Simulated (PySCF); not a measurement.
**Bond length, frequency and bond energy of LiF⁻ by level of theory**

State: ²Σ⁺ (doublet), unpaired electrons σ ↑. Set-up: Li aug-cc-pVDZ, F aug-cc-pVDZ; no relativity (PySCF 2.14). De refers to Li + F⁻ in their ground configurations, without counterpoise correction. The functionals are run spin-unrestricted. A positive dipole points towards F; it is taken about the centre of mass and depends on that origin.

```csv
Level,Re (Å),ωe (cm⁻¹),De (eV),μ (D)
UHF,1.624,807,n/a,8.37
UHF-MP2,1.628,826,2.90,n/a
UHF-SCS-MP2,1.621,847,2.93,n/a
UHF-CCSD,1.614,860,n/a,n/a
UHF-CCSD(T),1.617,852,2.97,n/a
PBE,1.654,743,2.77,7.95
TPSS,1.650,748,2.78,7.92
r²SCAN,1.646,764,2.86,7.97
PBE0,1.638,772,2.85,7.94
B97-3,1.639,770,2.82,8.65
CAM-B3LYP,1.634,777,2.83,7.65
```

The bond length runs from 1.614 Å (UHF-CCSD) to 1.654 Å (PBE). De spans 2.77 eV (PBE, GGA) to 2.97 eV (UHF-CCSD(T), coupled cluster).

Correlated steps freeze 1 core orbital. Correlated levels converge slowly with the basis: in double zeta they bind strong bonds too weakly, by up to about 1 eV, and carry superposition errors of some tenths. For an ion De counts to the pair picked by the measured ionisation energies or electron affinities, which need not be the lowest pair at this level. Counting both spins, an empty level lies below a filled one in some of these solutions, because spin and occupation are held. The highest Kohn–Sham level is positive in this anion. Much of that is self-interaction error, but it also means that the finite basis helps to hold the extra electron. The state was picked by a PBE0 search and need not be the measured ground state.

The whole job (state search and all levels along the bond) took about 2.6 min on 1 thread of Intel Xeon Platinum 8175M @ 2.50GHz (shared host), peak memory 0.59 GiB.
